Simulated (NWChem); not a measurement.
C₃H₈O; SMILES CCOC

```xyz
12

C      0.4757     1.5528     0.1308
C     -0.6159     0.5773    -0.2747
O     -0.5352    -0.6679     0.3634
C      0.4718    -1.5054    -0.1104
H      0.3033     2.5354    -0.3347
H      0.4840     1.6854     1.2234
H      1.4755     1.2123    -0.1791
H     -1.6004     0.9906    -0.0029
H     -0.6168     0.4439    -1.3773
H      1.4903    -1.1175     0.0857
H      0.3826    -1.6836    -1.2017
H      0.3739    -2.4715     0.4053
```
Atoms are numbered in this order, from 1.

Computed with NWChem. Pople sets run with spherical d functions. Geometry: optimised at PBE0/def2-SVP. Total energies compare along this basis series because the functional is fixed.

```tsv
level	basis functions	energy (Ha)	highest occupied level (eV)	orbital gap (eV)	dipole (D)
B3LYP/STO-3G	28	-191.8762	-3.72	12.18	1.10
B3LYP/3-21G	52	-193.2767	-6.47	9.44	1.34
B3LYP/6-31G*	72	-194.3383	-6.78	9.24	1.20
B3LYP/6-31+G*	88	-194.3476	-7.11	7.37	1.38
B3LYP/def2-SVP	96	-194.1983	-6.93	8.45	1.22
B3LYP/def2-SVPD	147	-194.2149	-7.18	7.64	1.29
B3LYP/def2-TZVP	172	-194.4240	-7.12	(withheld)	1.20
B3LYP/6-311++G**	144	-194.4037	-7.15	6.92	1.37
B3LYP/aug-cc-pVTZ	368	-194.4230	-7.16	6.87	1.23
```

Q: Complete the blanks.

A: 
- B3LYP/def2-TZVP, orbital gap (eV): 8.10
